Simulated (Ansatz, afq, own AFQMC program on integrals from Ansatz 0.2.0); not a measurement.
AFQMC on a folder of integrals that Ansatz 0.2.0 wrote.

```yaml
crystal:
  periodic: [false, false, false]
  atoms:
    - {symbol: B, position_ang: [0.000000, 0.000000, 1.368886]}
    - {symbol: Al, position_ang: [0.000000, 0.000000, -0.689391]}
    - {symbol: H, position_ang: [0.000000, 1.077612, 1.885924]}
    - {symbol: H, position_ang: [0.000000, -1.077612, 1.885924]}
basis:
  gaussian: {orbitals: aug-cc-pVDZ}
magnetization: {spin_polarized: false}
correlation: {method: ccsd_t, electrons: outside_noble_gas, hamiltonian_folder: ham}
```

```sh
$ ansatz run in.yaml --threads 1 --pin off --events-out ev --progress --plain --max-ram 16896MiB --backend cuda --devices 0, --max-vram 18GiB
```

afq runs on the folder ham with

```
--method phaseless --trial hf --walkers 4000 --populations 20 --least-time 40 --time-step 0.005 --steps-per-block 20 --equilibration-blocks 112 --max-blocks 4000 --target-error 0.0008500 --factor-cut 1e-05 --seed 3382 --taylor-order 6
```

Times are imaginary, in 1/Eh. The walk had a cap of 82 s. With eight or more populations the least sampling time is a fifth of least-time, and the error comes from their spread.

Log:

```
orbitals 62  electrons 4 4  factors 506 of 669
reference energy -267.67014891 Eh
CCSD correlation -0.16690669 Eh in 13 cycles, weight of the determinant in the CISD state 0.8655
energy of the start -267.670149 Eh
 block  time / (1/Eh)  mean weight  energy / Eh
     1     0.100  1.0005  -267.696056
     2     0.200  1.0005  -267.717125
     3     0.300  1.0008  -267.733749
     4     0.400  1.0008  -267.747839
     5     0.500  1.0006  -267.759331
    10     1.000  1.0003  -267.793647
    31     3.100  1.0002  -267.834284
    37     3.700  1.0002  -267.841075
    67     6.700  0.9998  -267.838544
    97     9.700  0.9998  -267.841153
   127    12.700  1.0000  -267.841956
   157    15.700  1.0001  -267.840466
   187    18.700  1.0003  -267.843474
   217    21.700  0.9998  -267.842609
   247    24.700  0.9998  -267.842118
   253    25.300  1.0001  -267.846524
   271    27.100  0.9999  -267.846189
error from the spread of 20 populations
energy -267.843650 +/- 0.000825 Eh
(rows thinned)
```

The run passed its tests (sampling time, drift between the halves within three errors, error under three times the target), which doesn't prove that it has relaxed.

Against this walk (error 22.4 meV) on the same determinant: CCSD(T) 66.5 meV higher, CCSDT(Q) 32.1 meV higher (within the noise), a separate phaseless walk with a CISD trial and standard settings 50.7 ± 22.8 meV higher. The error is statistical and leaves out the bias of the constraint.

Cautions: constraint bias not in the error; another spin lies lower (by 23 meV); restricted determinant unstable towards unrestricted (UHF 382 meV lower, ⟨S²⟩ 0.87).

The walk took 52 s on 1 × NVIDIA H100 80GB HBM3 with 2 threads of AMD EPYC 7R13 Processor (Zen 3), on a shared host (the card was shared). The log's last line is the phaseless energy.

CCSDT and higher add their correlation energy to the determinant of the CCSD(T) run, since their own runs factorise the integrals more tightly (a shift of under 2 meV). A walk keeps the symmetry of its determinant, which the program's search chose and which needn't be the lowest solution, so a lower state of the same spin and another symmetry isn't excluded.
